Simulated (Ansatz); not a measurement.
`O=C=S`. Total charge 0; spin multiplicity 1.

```
atom   x (Å)   y (Å)   z (Å)
  O1   0.877   0.347  -0.876
  C2   0.092   0.036  -0.092
  S3  -0.969  -0.384   0.968
```

Question: What are the harmonic wavenumbers in cm⁻¹ at PBE0-D4/def2-TZVP (Ansatz, finite differences of forces, unscaled)? (An estimate is asked.)

Answer: Computed: 539, 539, 900, 2156.

Question: Is this a minimum?

Answer: Yes, all 4 modes are real.

Question: Give the ideal-gas thermochemistry at 298.15 K and 1 bar (rigid rotor, harmonic oscillator; point group C∞v, symmetry number 1).

Answer: Zero-point energy 24.7 kJ/mol; H(298) − E = 34.6 kJ/mol; entropy 231.1 J/(mol·K), of which translation 159.9, rotation 65.9, vibration 5.3; G(298) − E = -34.3 kJ/mol.

Question: Rotational constants (cm⁻¹)?

Answer: 0.2043.
